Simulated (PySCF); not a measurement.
Compound: BODIPY, C9H7BF2N2.
Numbering: `[F:1][B-:2]1([F:3])[n:4]2[cH:5][cH:6][cH:7][c:8]2[CH:9]=[C:10]2[CH:11]=[CH:12][CH:13]=[N+:14]12` (hydrogens: H15 on C5; H16 on C6; H17 on C7; H18 on C9; H19 on C11; H20 on C12; H21 on C13)

A GFN2-xTB structure was refined with PBE0-D3(BJ)/def2-SVP geometry optimisation, gas phase (PySCF 2.14.0). Its GFN2-xTB values:

| coordinate | GFN2-xTB |
| --- | --- |
| F1–B2 | 1.359 Å |
| B2–N4 | 1.517 Å |
| N4–C5 | 1.361 Å |
| N4–C8 | 1.375 Å |
| C5–C6 | 1.398 Å |
| C5–H15 | 1.065 Å |
| C6–C7 | 1.390 Å |
| C6–H16 | 1.068 Å |
| C7–C8 | 1.425 Å |
| C7–H17 | 1.062 Å |
| C8–C9 | 1.375 Å |
| C9–H18 | 1.072 Å |
| F1–B2–F3 | 110.9° |
| F1–B2–N4 | 110.7° |
| B2–N4–C5 | 126.8° |
| N4–B2–N14 | 106.1° |
| N4–C8–C9 | 121.3° |
| C5–N4–C8 | 107.0° |
| C7–C8–C9 | 129.8° |
| C8–C9–C10 | 120.2° |
| F1–B2–N4–C5 | 62° |
| F1–B2–N14–C13 | -61° |
| C8–C9–C10–C11 | -179° |

Q: How do these coordinates change at the PBE0-D3(BJ)/def2-SVP level?

A: 
| coordinate | PBE0-D3(BJ)/def2-SVP (Å or °) | change |
| --- | --- | --- |
| B2–N4 | 1.568 | +0.051 |
| N4–C5 | 1.333 | -0.028 |
| C7–H17 | 1.089 | +0.027 |
| C5–H15 | 1.090 | +0.025 |
| C6–H16 | 1.088 | +0.020 |
| C9–H18 | 1.092 | +0.020 |
| F1–B2 | 1.376 | +0.017 |
| C8–C9 | 1.391 | +0.016 |
| C5–C6 | 1.412 | +0.014 |
| N4–C8 | 1.385 | +0.010 |
| C7–C8 | 1.418 | -0.007 |
| C6–C7 | 1.387 | -0.003 |
| C8–C9–C10 | 121.6 | +1.4 |
| C7–C8–C9 | 131.1 | +1.3 |
| C5–N4–C8 | 108.0 | +1.0 |
| F1–B2–F3 | 111.6 | +0.7 |
| B2–N4–C5 | 126.1 | -0.7 |
| N4–B2–N14 | 105.4 | -0.7 |
| N4–C8–C9 | 120.6 | -0.7 |
| F1–B2–N4 | 110.0 | -0.7 |
| F1–B2–N4–C5 | 59 | -3 |
| F1–B2–N14–C13 | -59 | +2 |
| C8–C9–C10–C11 | 179 | -2 |

The energy falls by 19.4 kJ/mol over 10 energy and gradient evaluations, the largest force component goes from 0.0504 to 3.3e-04 Eh/bohr, and the atoms move by 0.041 Å rms after alignment. The bond that changes most is B2–N4 (ends: four-coordinate boron; nitrogen bonded to B and 2 C), which lengthens by 0.051 Å. Bonds longer at the end by more than 0.005 Å: 16 of 23; shorter: 4. Rotational constants go from 1310, 655.3, 476.8 to 1290, 645.9, 469.9 MHz.

The run used 231 basis functions and 69 SCF cycles in all. Hardware: 2 threads, Intel Xeon Platinum 8488C (x86_64) (shared host). Cost: 3.5 min wall, 8.4 min CPU, 1.3 GiB resident at most.

Stationary, but not proved a minimum.
